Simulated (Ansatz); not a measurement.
The reference is Ir in the fcc (Cu type) structure (space group Fm-3m, No. 225).

Ir has the cubic space group Fm-3m (No. 225), the fcc (Cu type) structure, Pearson symbol cF4. Conventional cell: a = 3.844 Å, b = 3.844 Å, c = 3.844 Å, α = 90.00°, β = 90.00°, γ = 90.00°. Ir on 4a is coordinated by 12 Ir at 2.718 Å (cuboctahedral). (Neighbours: up to the widest gap in distance over summed covalent radii, below 1.35, at either atom.)
(The calculation used a cell of 1 atom; values per cell refer to that cell.)

All numbers come from Kohn–Sham DFT with the r2SCAN functional, run in Ansatz (an electronic-structure program) with PAW and 500 eV plane waves, no spin-orbit coupling.

```tsv
level	lattice parameter a
r2SCAN	3.844 Å
```

Measured: lattice parameter a 3.831 Å (static lattice; corrected from measurement; as listed in Daniel Mejia-Rodriguez, S. B. Trickey, Phys. Rev. B (2018)).

Computed minus measured — lattice parameter a: r2SCAN +0.4 %.

Whether these cells are dynamically stable was not tested. The final runs are not spin-polarised.
